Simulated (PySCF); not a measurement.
CHO, SMILES O=[CH] (connectivity only; charge and spin as stated), charge +1, multiplicity 1. Geometry optimised at r2SCAN-D4/def2-TZVPD. The isomer is the one that the SMILES or the coordinates give; other isomers of the formula were not compared.

PySCF with TDDFT-ωB97X/def2-TZVPD puts the lowest singlet excitations at 9.51, 9.90, 9.90, 11.76, 11.76, 14.70 eV.

Problem. What are the lowest excitation roots from ADC(2)/aug-cc-pVDZ run with PySCF? (The exact figures need the calculation; the answer reports its results.)

Solution. 10.10, 10.50, 10.50, 11.50, 11.50, 14.41 eV. S1 differs by 0.59 eV (second minus first; roots are paired by order, and the bases may differ).
